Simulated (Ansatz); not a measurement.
Input and output for MgMeCl (CH3ClMg).

```yaml
crystal:
  periodic: [false, false, false]
  atoms:
    - {symbol: Mg, position_ang: [-0.010130, 0.016238, -1.215723]}
    - {symbol: C, position_ang: [0.002113, 0.004577, 0.852500]}
    - {symbol: H, position_ang: [-0.440056, 0.912442, 1.272750]}
    - {symbol: H, position_ang: [1.019346, -0.071830, 1.248812]}
    - {symbol: H, position_ang: [-0.562716, -0.843580, 1.251937]}
    - {symbol: Cl, position_ang: [-0.008556, -0.017848, -3.410287]}
basis:
  gaussian: {orbitals: cc-pVDZ, nuclear_model: gaussian, point_charges: [{charge: 1.00, position_ang: [4.339, 0.791, -0.898]}]}
hamiltonian: {xc: {name: B3LYP5}}
scf: {omitted_lower_state_checks: [starts]}
```

```sh
$ ansatz run in.yaml --threads 4 --pin off --events-out ev --progress --plain --max-ram 3916MiB
```

Output, abridged:

```
Functional definition: B3LYP5
619 factors; integrals over basis functions are off by at most 9.6e-4 eV
mean field evaluation 1: about -19044.5347 eV, gradient 5.3e1 eV
mean field evaluation 2: about -19033.5500 eV, gradient 7.2e1 eV
mean field evaluation 4: about -19051.9001 eV, gradient 5.0e0 eV
mean field evaluation 8: about -19052.0757 eV, gradient 1.3e-1 eV
mean field evaluation 16: about -19052.0758 eV, gradient 4.2e-5 eV
mean field -19052.07577423 eV, -700.1508707422 hartree, gradient 4.2e-5 eV, S^2 0.000000; 0 other end points of the search recorded, 0 dependent functions left out
reference -19052.07602175 eV, -700.1508798384 hartree; 19, 19 occupied and 46, 46 virtual orbitals, 619 factors
Total energy: -19052.07602175 eV, -700.1508798384 hartree
Checks for a lower state left out: starts
```

Run time 1.2 s (4 threads of Intel Xeon on a shared host).
